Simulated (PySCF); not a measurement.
Run record: EPR job, `[CH]C1=CC=CS1` [triplet].

Method: UKS B3LYP, IGLO-III on C S, pcH-1 on H, non-relativistic, mean-field spin-orbit, GIAO (PySCF 2.14.0). Geometry: PBE0-D3(BJ)/def2-SVP. A driver script takes a list of jobs; this job's settings line and coordinates (Å) are shown.

Input:
```
{"job": {"kind": "epr"}, "charge": 0, "multiplicity": 3}
C      2.299840     0.610342    -0.065754
C      0.944795     0.411970    -0.052788
C      0.218585    -0.792265     0.110732
C     -1.173841    -0.608346     0.068956
C     -1.541978     0.706732    -0.121657
S     -0.181999     1.752818    -0.255736
H      3.184399    -0.015076     0.033887
H      0.715144    -1.752386     0.252459
H     -1.897168    -1.418244     0.175770
H     -2.550007     1.113764    -0.190929
```

Output:
```
UKS, coarse grid
  cycle   1  E = -591.05807888  |g| = 2.59e-01
  cycle   2  E = -591.03287627  |g| = 3.33e-01
  cycle   3  E = -591.08901535  |g| = 9.77e-02
  cycle   4  E = -591.09447142  |g| = 3.24e-02
  cycle   5  E = -591.09518382  |g| = 1.25e-02
  cycle   6  E = -591.09529875  |g| = 9.04e-03
  cycle   7  E = -591.09536128  |g| = 3.93e-03
  cycle   8  E = -591.09537373  |g| = 1.97e-03
  cycle   9  E = -591.09537533  |g| = 4.99e-04
UKS, final grid
  cycle   1  E = -591.09536376  |g| = 6.48e-04
  cycle   2  E = -591.09536329  |g| = 1.16e-03
  cycle   3  E = -591.09536401  |g| = 1.65e-04
  cycle   4  E = -591.09536403  |g| = 5.94e-05
  cycle   5  E = -591.09536404  |g| = 4.41e-05
  cycle   6  E = -591.09536404  |g| = 9.18e-06
E = -591.09536404 Eh   <S^2> = 2.0395 (exact 2.0000)
g shifts (ppm)      1          2          3
  rmc          -154       -154       -154
  gc             24        -12         29
  oz_so          15        379       1228
  total        -115        213       1103
hyperfine (MHz)  atom isotope    a_iso     a_fc   dipolar eigenvalues
    0   13C     203.37     203.53    -63.34     18.55     44.79
    1   13C     -25.11     -25.09    -16.99      2.82     14.16
    2   13C      43.25      43.28    -16.30     -9.12     25.42
    3   13C     -10.41     -10.41     -8.68      3.23      5.45
    4   13C      13.61      13.55    -13.59    -12.36     25.95
    5   33S       9.02       9.10     -6.59      1.05      5.53
    6    1H       0.97       0.97    -16.06    -15.04     31.10
    7    1H     -13.66     -13.66     -5.19     -2.94      8.13
    8    1H       6.74       6.75     -1.92      0.64      1.28
    9    1H      -8.83      -8.85     -6.75     -0.73      7.48
zero-field splitting (cm-1)  D = 0.3681  E = 0.0557  (spin-spin 0.3999, spin-orbit 0.0721)
```

rmc, gc and oz_so are the mass-correction, gauge-correction and orbital-Zeeman/spin–orbit parts of the g shift along its three principal axes; a_iso is the isotropic hyperfine coupling and a_fc its Fermi-contact part. The program numbers atoms from 0.

How far is ⟨S²⟩ from the pure-spin value?

S = 1 gives S(S+1) = 2.00; the run has 2.0395, 0.0395 more.

Main results: ⟨S²⟩ 2.040; g_iso 2.0027.

Geometry: PBE0-D3(BJ)/def2-SVP; no solvent, vibrations or thermal averaging. This triplet need not be the ground state; the singlet was not compared here.

Estimate the wall time. Hardware: one thread, x86-64 server, shared host.

About 60 s.
Labels such as C1 count atoms from 1, the log's own numbers from 0.
